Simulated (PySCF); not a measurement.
HSiF (singlet state).
Cartesian coordinates in Å at the PBE0-D3(BJ)/def2-TZVP level; atoms count from 1:
```xyz
3
FHSi angstrom
F      1.206   -0.315    0.001
Si    -0.057    0.687   -0.015
H     -1.143   -0.407   -0.006
```

Linear response at PBE0/aug-cc-pVTZ (PySCF, frozen core in the response, non-relativistic). Geometry: PBE0-D3(BJ)/def2-TZVP; no solvent, vibrations or thermal averaging.

Static isotropic polarisability: 32.82 au (4.86 Å³), principal values 30.3, 30.7, 37.4 au.

Q: What is the polarisability at 1064 nm and at the sodium D line?

A: 33.69 au at 1064 nm (+2.7 %), 36.66 au at 589.3 nm (+11.7 %). The rise at 589.3 nm is 4.40 times that at 1064 nm; a pure ω² law gives 3.26. The lowest singlet lies at 425 nm, shorter than both wavelengths.

Q: What is the isotropic C6 coefficient between two such molecules, C6 = (3/π)∫α(iω)² dω?

A: 303.4 au (Eh·bohr⁶) by a ten-point quadrature over imaginary frequencies, which is 181 eV·Å⁶ or 17.5 J·nm⁶/mol.

Q: Which effective excitation energy ω̄ makes London's formula C6 = (3/4)α²ω̄ exact here?

A: ω̄ = 4·C6/(3α²) = 0.376 Eh = 10.2 eV. A one-pole form α(ω) = α/(1 − ω²/ω̄²) fitted to the 1064 nm value gives 7.2 eV.

Q: What n − 1 at the D line would an ideal gas of it have at 273.15 K and 1 atm (2.6868 × 10¹⁹ cm⁻³), by n − 1 = 2π·N·α′?

A: 9.17 × 10⁻⁴, a formal value whether or not that pressure can be reached.

Q: What does −C6/R⁶ come to at R = 12 Å between centres?

A: -5.9 J/mol. This is the leading, orientation-averaged term; C8 and higher terms are left out.

Q: The lowest 10 singlets have (eV, f): 2.92, 0.022; 5.42, 0.065; 6.17, 0.148; 7.03, 0.048; 7.13, 0.033; 7.36, 0.012; 7.78, 0.003; 7.86, 0.230; 8.17, 0.191; 8.36, 0.032. What share of the static polarisability do they carry in the sum over states α = Σ f/ω²?

A: 13.02 au, 39.7 % of α; the largest term, 2.87 au, is that of the state at 6.17 eV. Their oscillator strengths add up to 0.78. Higher states carry the rest.

Q: How many electrons N does the Slater–Kirkwood formula C6 = (3/4)·√N·α^(3/2) need to give this C6?

A: N = (4·C6/3)²/α³ = 4.6; the species has 24 electrons in all.

Q: How anisotropic is the static polarisability, by Δα² = ½[(α1 − α2)² + (α2 − α3)² + (α3 − α1)²]?

A: Δα = 6.9 au, or 0.21 of the isotropic value.
